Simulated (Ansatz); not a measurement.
Born–Oppenheimer molecular dynamics of C2H6 + CH3Cl (13 atoms, charge 0, multiplicity 1). It starts from a relaxed structure.

The calculation used UKS PBE-D4/STO-3G in Ansatz.

```yaml
ensemble: NVT, Langevin thermostat
time_step: 1 fs
steps_asked: 250
set_temperature: 1000 K
friction: 0.02 /fs
temperature_schedule: 62 steps to 1000 K, then 188 steps to 10 K
seed: 49026
```

Frames 5 fs apart, positions in Å.

Velocities at 70.0 fs (Å/ps):

```
C -0.84 3.01 0.21
C 7.09 1.57 -15.98
H -10.13 -31.62 19.82
H -47.55 -12.58 26.57
H 14.99 30.40 -12.12
H 13.88 1.81 34.14
H 6.37 8.14 -10.95
H -23.91 -16.01 6.01
C -13.77 4.93 8.30
Cl -9.94 -5.06 2.09
H -21.56 -4.24 -9.55
H -1.59 -27.91 -4.62
H -0.97 37.16 -23.04
```

```xyz
13
Properties=species:S:1:pos:R:3 time_fs=70.0 energy_less_start_eV=0.808 T=726
C 0.796 -0.050 -1.231
C -0.704 0.224 -1.672
H 1.444 0.259 -2.040
H 1.030 0.483 -0.311
H 0.906 -1.169 -1.237
H -1.214 1.045 -1.236
H -1.344 -0.716 -1.456
H -0.750 0.358 -2.704
C -0.189 0.353 2.332
Cl -0.941 0.266 3.888
H 0.338 -0.509 1.988
H 0.360 1.323 2.237
H -0.981 0.430 1.543
13
Properties=species:S:1:pos:R:3 time_fs=75.0 energy_less_start_eV=0.867 T=740
C 0.760 -0.040 -1.233
C -0.669 0.221 -1.712
H 1.519 0.297 -2.018
H 0.862 0.317 -0.189
H 0.996 -1.111 -1.245
H -1.126 1.094 -1.111
H -1.276 -0.659 -1.518
H -0.908 0.370 -2.893
C -0.247 0.409 2.329
Cl -0.983 0.235 3.905
H 0.309 -0.538 1.981
H 0.455 1.253 2.223
H -1.000 0.584 1.522
13
Properties=species:S:1:pos:R:3 time_fs=80.0 energy_less_start_eV=0.535 T=895
C 0.745 -0.053 -1.249
C -0.668 0.210 -1.742
H 1.573 0.532 -1.736
H 0.806 0.210 -0.146
H 1.022 -1.126 -1.230
H -1.023 1.042 -1.160
H -1.278 -0.687 -1.477
H -0.840 0.483 -2.713
C -0.276 0.489 2.272
Cl -1.035 0.205 3.932
H 0.188 -0.433 2.030
H 0.478 1.293 2.320
H -1.119 0.718 1.591
13
Properties=species:S:1:pos:R:3 time_fs=85.0 energy_less_start_eV=0.858 T=617
C 0.753 -0.073 -1.240
C -0.689 0.207 -1.748
H 1.546 0.678 -1.423
H 0.732 0.099 -0.173
H 1.060 -1.130 -1.408
H -1.085 1.090 -1.101
H -1.331 -0.664 -1.520
H -0.703 0.610 -2.858
C -0.307 0.558 2.227
Cl -1.086 0.179 3.947
H 0.134 -0.495 1.928
H 0.403 1.409 2.413
H -1.230 0.848 1.638
13
Properties=species:S:1:pos:R:3 time_fs=90.0 energy_less_start_eV=0.563 T=603
C 0.754 -0.089 -1.204
C -0.700 0.219 -1.762
H 1.513 0.674 -1.468
H 0.563 -0.107 -0.055
H 1.170 -1.036 -1.649
H -1.076 1.062 -1.231
H -1.404 -0.623 -1.649
H -0.637 0.476 -2.769
C -0.346 0.587 2.226
Cl -1.114 0.145 3.945
H 0.067 -0.316 1.835
H 0.379 1.408 2.434
H -1.175 0.917 1.592
13
Properties=species:S:1:pos:R:3 time_fs=95.0 energy_less_start_eV=0.709 T=692
C 0.731 -0.122 -1.153
C -0.663 0.226 -1.778
H 1.392 0.708 -1.501
H 0.586 -0.341 -0.119
H 1.141 -0.956 -1.753
H -1.125 1.187 -1.312
H -1.393 -0.637 -1.729
H -0.635 0.454 -2.957
C -0.405 0.619 2.252
Cl -1.115 0.114 3.914
H 0.109 -0.290 1.786
H 0.424 1.352 2.481
H -1.123 1.034 1.487
13
Properties=species:S:1:pos:R:3 time_fs=100.0 energy_less_start_eV=0.869 T=722
C 0.681 -0.167 -1.148
C -0.626 0.241 -1.814
H 1.305 0.763 -1.218
H 0.701 -0.580 -0.071
H 1.092 -0.988 -1.753
H -1.106 1.108 -1.424
H -1.310 -0.581 -1.676
H -0.556 0.433 -2.820
C -0.461 0.646 2.294
Cl -1.099 0.081 3.878
H 0.083 -0.175 1.828
H 0.383 1.329 2.521
H -1.021 1.161 1.489
13
Properties=species:S:1:pos:R:3 time_fs=105.0 energy_less_start_eV=0.736 T=729
C 0.681 -0.222 -1.142
C -0.622 0.233 -1.819
H 1.346 0.624 -0.842
H 0.627 -0.643 -0.149
H 1.185 -0.988 -1.795
H -1.095 1.168 -1.360
H -1.392 -0.617 -1.674
H -0.367 0.412 -2.962
C -0.479 0.695 2.300
Cl -1.080 0.058 3.844
H 0.013 -0.181 1.807
H 0.302 1.446 2.626
H -1.149 1.255 1.599
13
Properties=species:S:1:pos:R:3 time_fs=110.0 energy_less_start_eV=0.634 T=693
C 0.739 -0.271 -1.119
C -0.636 0.213 -1.821
H 1.432 0.516 -0.797
H 0.382 -0.845 -0.188
H 1.333 -0.908 -1.775
H -1.001 1.107 -1.343
H -1.387 -0.547 -1.821
H -0.359 0.345 -2.808
C -0.460 0.765 2.278
Cl -1.065 0.037 3.818
H -0.114 -0.125 1.700
H 0.259 1.492 2.594
H -1.369 1.250 1.808
13
Properties=species:S:1:pos:R:3 time_fs=115.0 energy_less_start_eV=0.749 T=596
C 0.770 -0.325 -1.080
C -0.598 0.184 -1.817
H 1.369 0.565 -0.802
H 0.415 -0.983 -0.324
H 1.435 -0.918 -1.771
H -1.012 1.105 -1.300
H -1.492 -0.552 -1.828
H -0.378 0.451 -2.936
C -0.466 0.825 2.266
Cl -1.055 0.023 3.815
H -0.180 0.021 1.585
H 0.427 1.557 2.453
H -1.440 1.249 1.993
13
Properties=species:S:1:pos:R:3 time_fs=120.0 energy_less_start_eV=0.625 T=574
C 0.775 -0.368 -1.084
C -0.530 0.150 -1.837
H 1.246 0.538 -0.676
H 0.562 -1.113 -0.271
H 1.457 -0.890 -1.778
H -0.897 1.030 -1.298
H -1.376 -0.514 -1.788
H -0.470 0.543 -2.821
C -0.464 0.867 2.281
Cl -1.036 0.003 3.810
H -0.175 0.162 1.462
H 0.366 1.544 2.308
H -1.390 1.450 2.032
13
Properties=species:S:1:pos:R:3 time_fs=125.0 energy_less_start_eV=0.644 T=576
C 0.769 -0.396 -1.110
C -0.465 0.109 -1.842
H 1.230 0.459 -0.523
H 0.640 -1.104 -0.297
H 1.532 -0.829 -1.792
H -0.819 0.979 -1.191
H -1.345 -0.626 -1.809
H -0.337 0.552 -2.876
C -0.502 0.899 2.276
Cl -1.010 -0.024 3.810
H -0.226 0.242 1.421
H 0.463 1.534 2.346
H -1.313 1.615 2.058
```

Of the whole run (250 fs, mean temperature of the second half 378 K): The schedule's set-point averaged 339 K over the second half and the system 378 K. A run of 0.25 ps of so small a system gives no equilibrium averages. Limits of this set-up: minimal basis.

Time of the run: 11 min on 1 thread of Arm Neoverse V1, on a shared host, peak memory 0.11 GiB.
